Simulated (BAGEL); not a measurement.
# HF/STO-3G (density fitting with cc-pvqz-jkfit) run of BF (SMILES [B]F)

Aim: the energy change on altering one bond length of BF at HF/STO-3G (density fitting with cc-pvqz-jkfit), from 2 runs. 

The results are computed with BAGEL 1.2.2.

### 1 The structure to begin with

BF has 2 atoms, charge 0, and is taken as a singlet. SMILES: `[B]F`. Geometry: relaxed at PBE0-D4/def2-TZVP.

Bond lengths: B1–F2 1.263 Å.

### 2 The energy at HF/STO-3G (density fitting with cc-pvqz-jkfit)

File job.json:

```json
{ "bagel" : [

{
  "title" : "molecule",
  "basis" : "sto-3g",
  "df_basis" : "cc-pvqz-jkfit",
  "angstrom" : true,
  "geometry" : [
    { "atom" : "B", "xyz" : [       0.000000,       0.000000,      -0.009350 ] },
    { "atom" : "F", "xyz" : [       0.000000,       0.000000,       1.253740 ] }
  ]
},

{
  "title" : "hf"
},

{
  "title" : "print",
  "file" : "orbitals.molden",
  "orbitals" : true
}

]}
```

Run with:

```sh
$ BAGEL_NUM_THREADS=1 BAGEL job.json > job.out
```

What it wrote:

```text
* using 1 threads per process

  ===============================================================
  ===============================================================

  *** Geometry ***

  { "atom" : "B", "xyz" : [      0.000000,      0.000000,     -0.017669 ] },
  { "atom" : "F", "xyz" : [      0.000000,      0.000000,      2.369225 ] },

  Number of auxiliary basis functions:      212

  Since a DF basis is specified, we compute 2- and 3-index integrals:
    o Being stored without compression. Storage requirement is 0.000 GB

  Number of basis functions:       10
  Number of electrons      :       14

    * METHOD: MOLECULE                             0.02

  *** RHF ***

  === Nuclear Repulsion ===
    18.8529514763

      * DIIS with orbital gradients will be used.

  === RHF iteration (sto-3g) ===
      0       -122.33144687          0.02901276           0.00
      1       -122.35309920          0.01249211           0.00
      2       -122.35610269          0.00103259           0.00
      3       -122.35616716          0.00017755           0.00
      4       -122.35616907          0.00004358           0.00
      5       -122.35616917          0.00000511           0.00
      6       -122.35616917          0.00000038           0.00
      7       -122.35616917          0.00000003           0.00
      8       -122.35616917          0.00000000           0.00
    * SCF iteration converged.

    * Permanent dipole moment:
           (    0.000000,     0.000000,    -0.432851) a.u.

    * METHOD: HF                                   0.02

    * METHOD: PRINT                                0.00

  ===============================================================
```

It took 0.2 s on 1 thread of Arm Neoverse V2, shared host.

### 3 The distorted shape at the same level

File input.json:

```json
{ "bagel": [

{
  "title": "molecule",
  "basis": "sto-3g",
  "df_basis": "cc-pvqz-jkfit",
  "angstrom": "true",
  "geometry": [
    { "atom": "B", "xyz": [       0.000000,       0.000000,      -0.198860 ] },
    { "atom": "F", "xyz": [       0.000000,       0.000000,       1.253740 ] }
  ]
},

{ "title": "hf", "charge": 0 },

{ "title": "print", "file": "orbitals.molden", "orbitals": "true" }

]}
```

Run with:

```sh
$ BAGEL_NUM_THREADS=1 BAGEL input.json > input.out
```

What it wrote:

```text
* using 1 threads per process

  ===============================================================
  ===============================================================

  *** Geometry ***

  { "atom" : "B", "xyz" : [      0.000000,      0.000000,     -0.375791 ] },
  { "atom" : "F", "xyz" : [      0.000000,      0.000000,      2.369225 ] },

  Number of auxiliary basis functions:      212

  Since a DF basis is specified, we compute 2- and 3-index integrals:
    o Being stored without compression. Storage requirement is 0.000 GB

  Number of basis functions:       10
  Number of electrons      :       14

    * METHOD: MOLECULE                             0.02

  *** RHF ***

  === Nuclear Repulsion ===
    16.3933460555

      * DIIS with orbital gradients will be used.

  === RHF iteration (sto-3g) ===
      0       -122.25616038          0.04380929           0.00
      1       -122.30519250          0.02568754           0.00
      2       -122.31831385          0.00253014           0.00
      3       -122.31881765          0.00071225           0.00
      4       -122.31884902          0.00011686           0.00
      5       -122.31884988          0.00000899           0.00
      6       -122.31884989          0.00000089           0.00
      7       -122.31884989          0.00000002           0.00
      8       -122.31884989          0.00000000           0.00
    * SCF iteration converged.

    * Permanent dipole moment:
           (    0.000000,    -0.000000,    -0.125769) a.u.

    * METHOD: HF                                   0.02

    * METHOD: PRINT                                0.00

  ===============================================================
```

Wall time 0.2 s (1 thread of Arm Neoverse V2, shared host).

### 4 Outcome

Level: HF/STO-3G (density fitting with cc-pvqz-jkfit).

```
                                                         quantity          value
                                        first shape: total energy  -122.35617 Eh
                                       first shape: dipole moment         1.10 D
                                         first shape: HOMO energy       -7.61 eV
                                         first shape: LUMO energy        8.93 eV
                                       first shape: HOMO–LUMO gap       16.54 eV
                                    distorted shape: total energy  -122.31885 Eh
                                   distorted shape: dipole moment         0.32 D
                                     distorted shape: HOMO energy       -7.97 eV
                                     distorted shape: LUMO energy        7.74 eV
                                   distorted shape: HOMO–LUMO gap       15.71 eV
energy change with the B1–F2 bond stretched from 1.263 to 1.453 Å       1.016 eV
```

With the B1–F2 bond stretched from 1.263 to 1.453 Å the energy rises by 1.02 eV (23 kcal/mol). The first shape isn't relaxed at this level, so the change isn't measured from a minimum. The minimal basis adds a large error of its own.
